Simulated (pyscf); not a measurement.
# Four-centre exchange: H₂B–F + silane (SiH₄) → F–BH–SiH₃ + hydrogen (H₂)

Gas phase, singlet surface, charge 0. Bonds broken: B1–H3, Si5–H6. Bonds formed: B1–Si5, H3–H6. Structures and frequencies: ωB97X-D3(BJ)/def2-SVP in PySCF.

Transition state (Å):

```xyz
9

B      0.4215     0.4094    -0.1947
F      1.0067     1.6464    -0.0322
H      1.2804    -0.5629    -0.0463
H      0.0003     0.0207    -1.2613
Si    -1.3528     0.1837     0.8862
H      0.5727    -0.4293     0.7498
H     -1.9579    -1.1523     0.6132
H     -1.2485     0.3784     2.3624
H     -2.2120     1.2634     0.3258
```

One imaginary mode, 970i cm⁻¹; descent along it reached the two sides named.

| bond | change | reactant side (Å) | saddle | product side |
|---|---|---|---|---|
| B1–H3 | breaks | 1.209 | 1.306 | 2.8 |
| Si5–H6 | breaks | 1.493 | 2.025 | 3.4 |
| B1–Si5 | forms | 3.4 | 2.090 | 2.037 |
| H3–H6 | forms | 2.7 | 1.073 | 0.761 |

Electronic energies relative to the separated reactants (kcal/mol):

| level | barrier | reaction energy | reverse barrier |
|---|---|---|---|
| ωB97X-D3(BJ)/def2-TZVP | 23.6 | +10.2 | 13.4 |
| PBE/def2-TZVP | 14.7 | +8.8 | 5.8 |
| r²SCAN/def2-TZVP | 17.6 | +10.0 | 7.6 |
| B3LYP-D3(BJ)/def2-TZVP | 24.5 | +11.4 | 13.0 |
| PBE0-D3(BJ)/def2-TZVP | 17.2 | +10.0 | 7.2 |
| M06-2X/def2-TZVP | 26.1 | +11.3 | 14.9 |
| ωB97M-D3(BJ)/def2-TZVP | 24.8 | +12.4 | 12.4 |
| HF/def2-TZVP | 50.0 | +18.0 | 31.9 |

With ωB97M-D3(BJ)/def2-TZVP energies and thermal terms (ideal gas, 1 atm, RRHO with modes under 100 cm⁻¹ raised to 100, one conformer, R ln 2 for chiral ones without a mode under 150 cm⁻¹), in kcal/mol:

```
T (K)   ΔH‡   ΔG‡     ΔH     ΔG
-----  ----  ----  -----  -----
298    25.2  34.3  +10.4  +10.7
600    25.6  43.3  +11.9  +10.4
900    26.2  52.1  +12.9   +9.5
1200   26.8  60.7  +13.6   +8.2
```

At the saddle there is also a short B–H contact that neither side keeps. The same reactants have a lower exit, to H₂B–F + SiH₄ (barrier +8.9 kcal/mol at ωB97M-D3(BJ)/def2-TZVP, against +24.8 kcal/mol here). This is the saddle that the search found; another between the same sides may lie lower.
